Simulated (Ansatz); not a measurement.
## Relative stability

The two ends of one reaction step of C$_{2}$H$_{3}$F, singlet (PBE0-D4/def2-TZVP).

A:

```csv
atom,x (Å),y (Å),z (Å)
H1,0.0297,-1.3341,-0.7887
C2,0.3935,0.3772,0.4415
C3,-0.2934,-0.3795,-0.3885
F4,-1.5034,-0.0330,-0.8372
H5,1.3682,0.0476,0.7726
H6,0.0054,1.3216,0.8003
```

B:

```xyz
6
angstrom
H 0.2565 -1.0626 0.6669
C 0.3007 -0.0288 0.2889
C -0.2411 -0.1417 -1.0812
F -1.4429 0.3934 -1.0769
H 1.3670 0.2031 0.2344
H -0.2402 0.6366 0.9680
```

Computed with Ansatz 0.2.0 (basis: def2-TZVPP); correlated methods freeze the cores. B3LYP uses VWN-RPA correlation.

Question: Which structure is lower at CCSD(T), and by how much? (To be estimated.)

Answer: Computed: A, by 2.288 eV (electronic energy, against the other). By their contacts, A is C₂H₃F (C=CF) and B is C₂H₃F ([CH3][C][F]).

All methods give the same order:

```tsv
method	E(B) − E(A) (eV)
SPW92	2.470
PBE-D4	2.344
BLYP-D4	2.302
r2SCAN-D4	2.356
B97M-V	2.226
PBE0-D4	2.344
B3LYP-D4	2.317
r2SCAN0-D4	2.348
BHLYP-D4	2.278
CAM-B3LYP-D4	2.302
wB97X-V	2.214
wB97M-V	2.213
B2PLYP	2.340
PBE-QIDH	2.368
RPA on PBE	2.156
HF	2.059
MP2	2.461
CCSD	2.265
CCSD(T)	2.288
```

T1 diagnostic: at most 0.016. The restricted Hartree–Fock reference is unstable towards an unrestricted one at one or more of these structures.

Labels in which every atom is bracketed show which atoms are joined, not bond orders.

For scale, one of the runs: CCSD(T)/def2-TZVPP, 135 basis functions, launched by `ansatz run in.yaml --threads 2 --pin off --events-out ev --progress --plain --max-ram 4352MiB`. Time: 9.5 s of wall clock on 2 CPU threads of an Arm Neoverse V1; the host was shared. Peak host memory: 0.74 GiB.
